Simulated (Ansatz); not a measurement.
Input file:

```yaml
crystal:
  periodic: [false, false, false]
  atoms:
    - {symbol: B, position_ang: [0.000000, 0.000000, 1.085879]}
    - {symbol: Ga, position_ang: [0.000000, 0.000000, -0.828593]}
    - {symbol: N, position_ang: [0.000000, 0.000000, -2.525627]}
    - {symbol: H, position_ang: [0.000000, 0.000000, 2.268340]}
basis:
  gaussian: {orbitals: cc-pVDZ}
magnetization: {spin_polarized: false}
correlation: {method: ccsd_t, electrons: outside_noble_gas}
```

```sh
$ ansatz run in.yaml --threads 1 --pin off --events-out ev --progress --plain --max-ram 2393MiB
```

The program prints:

```
637 factors; integrals over basis functions are off by at most 9.4e-4 eV
mean field evaluation 1: about -54478.6694 eV, gradient 6.7e1 eV
mean field evaluation 2: about -54478.6981 eV, gradient 6.7e1 eV
mean field evaluation 4: about -54492.9615 eV, gradient 1.5e1 eV
mean field evaluation 8: about -54494.3085 eV, gradient 8.4e-1 eV
mean field evaluation 16: about -54494.3133 eV, gradient 2.2e-2 eV
mean field evaluation 32: about -54494.0226 eV, gradient 8.3e0 eV
mean field evaluation 64: about -54488.6000 eV, gradient 4.4e1 eV
mean field evaluation 96: about -54495.0263 eV, gradient 1.4e-6 eV
mean field evaluation 128: about -54475.9186 eV, gradient 5.7e1 eV
mean field evaluation 160: about -54486.0730 eV, gradient 2.9e1 eV
...
mean field -54495.02630428 eV, -2002.6552786268 hartree, gradient 2.9e-6 eV, S^2 0.000000; 11 other end points of the search recorded, 0 dependent functions left out; unrestricted orbitals would lower it
...
determinant -54495.02630428 eV, -2002.6552786268 hartree, with singles and doubles -54504.51431858 eV, -2003.0039567209 hartree
determinant -54494.31324201 eV, -2002.6290740718 hartree, with singles and doubles -54504.47596300 eV, -2003.0025471796 hartree
determinant -54493.28524630 eV, -2002.5912959261 hartree, with singles and doubles -54500.82954584 eV, -2002.8685438205 hartree
determinant -54490.47675270 eV, -2002.4880856899 hartree, with singles and doubles -54498.52754688 eV, -2002.7839469189 hartree
determinant -54495.02630428 eV, -2002.6552786268 hartree, with singles and doubles -54504.76498910 eV, -2003.0131686929 hartree
determinant -54494.31324201 eV, -2002.6290740718 hartree, with singles and doubles -54504.50532398 eV, -2003.0036261756 hartree
determinant -54494.31324201 eV, -2002.6290740718 hartree, with singles and doubles -54504.47596368 eV, -2003.0025472047 hartree
determinant -54494.31324201 eV, -2002.6290740718 hartree, with singles and doubles -54504.50532329 eV, -2003.0036261503 hartree
unrestricted determinant -54498.05038826 eV, -2002.7664116632 hartree, S^2 1.8552
16 core orbitals not correlated: weight in the atoms' cores, before any rotation towards them, 0.959 or more for the frozen orbitals, at most 0.035 for the correlated occupied ones
reference -54494.31324201 eV, -2002.6290740718 hartree; 6, 6 occupied and 38, 38 virtual orbitals, 637 factors
second order -11.35104738 eV of doubles, -0.00000000 eV of singles
...
cycle   7  -10.18532594 eV  change    8.0e-3 eV  update   3.7e-3
cycle   8  -10.18717253 eV  change   -1.8e-3 eV  update   1.8e-3
cycle   9  -10.19201441 eV  change   -4.8e-3 eV  update   1.1e-3
cycle  10  -10.19227585 eV  change   -2.6e-4 eV  update   3.2e-4
cycle  11  -10.19202629 eV  change    2.5e-4 eV  update   1.3e-4
cycle  12  -10.19201108 eV  change    1.5e-5 eV  update   5.9e-5
cycle  13  -10.19213004 eV  change   -1.2e-4 eV  update   2.2e-5
cycle  14  -10.19209570 eV  change    3.4e-5 eV  update   1.3e-5
cycle  15  -10.19208125 eV  change    1.4e-5 eV  update   4.8e-6
cycle  16  -10.19207554 eV  change    5.7e-6 eV  update   2.0e-6
perturbative correction -1.29124432 eV, -0.0474523537 hartree
WARN: these amplitudes may be one of several solutions (largest doubles amplitude 0.21, level shift 0.75 eV)
Total energy: -54505.79656188 eV, -2003.0510782932 hartree
```

The determinant lies 0.71 eV above the lowest one of its kind in the log. The T1 diagnostic is 0.068.

Ran on 1 thread of Arm Neoverse V2, shared host: 15 s wall, 0.15 GiB peak host memory.
